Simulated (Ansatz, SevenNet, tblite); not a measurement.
**How well does each level of theory give the elastic constant C11 of zinc-blende AlAs?**

Reference value: 120 ± 1 GPa (measured, temperature not stated, not corrected to a static lattice; as tabulated in Krieger et al. (1995), doi:10.1063/1.114098).

### Question
What do GFN1-xTB, SevenNet-l3i5, LDA, PBE, HSE06 give, and how far is each from the reference?

### Answer

```json
[
 {"level (code)": "GFN1-xTB (tblite)", "value (GPa)": "91.4", "cell (Å³/atom)": "21.72", "difference (%)": "-24"},
 {"level (code)": "SevenNet-l3i5", "value (GPa)": "92.6", "cell (Å³/atom)": "23.57", "difference (%)": "-23"},
 {"level (code)": "LDA (Ansatz)", "value (GPa)": "113", "cell (Å³/atom)": "22.29", "difference (%)": "-5.8"},
 {"level (code)": "PBE (Ansatz)", "value (GPa)": "104", "cell (Å³/atom)": "23.50", "difference (%)": "-13.3"},
 {"level (code)": "HSE06 (Ansatz)", "value (GPa)": "117", "cell (Å³/atom)": "22.93", "difference (%)": "-2.5"}
]
```

The reference's temperature isn't stated, so close values are not ranked against it.

The measured value isn't corrected to a static lattice, so vibrations enter the comparison. A static lattice is as a rule stiffer than a warm one, by over a tenth in soft solids.  GFN1-xTB: the method was fitted mainly to molecules. GFN1-xTB: the run uses a supercell at the zone centre in place of a k mesh. Each level is taken at its own relaxed cell. K meshes differ between the levels. Ansatz's density-functional and Hartree–Fock values are scalar-relativistic unless marked +SOC, with PAW data made under PBE.

Machine-learned potentials (SevenNet-l3i5) are trained on DFT data: a solid inside that data is no test of them.

Differences are worked out from the printed values.

Ansatz is a first-principles code.
